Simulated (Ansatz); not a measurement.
## Diamond-structure Ge

These are PBE (Ansatz, a first-principles code, PAW) values and carry that method's errors.

Settings: plane-wave cutoff 520 eV, 20×20×20 k mesh, Fermi–Dirac smearing 0.05 eV, perturbation theory, scalar-relativistic PAW data made under PBE.

Cell: measured lattice: a = b = c = 5.6580 Å, α = β = γ = 90.00°.

```json
{
 "TO(Γ) frequency": "294 cm⁻¹"
}
```

Measured, for comparison: zone-centre TO phonon frequency 304 cm⁻¹ (low temperature, zero-point motion not removed; as tabulated in Tanner et al. (2021), arXiv:2110.11888). Computed (rounded) less measured: zone-centre TO phonon frequency -3 %.

Note: the solid has no gap at this level, which affects its response; the cell isn't this level's own, so it is under some stress, which shifts stiffness and frequencies.

It cost around 11 core-minutes (rough) of CPU time.
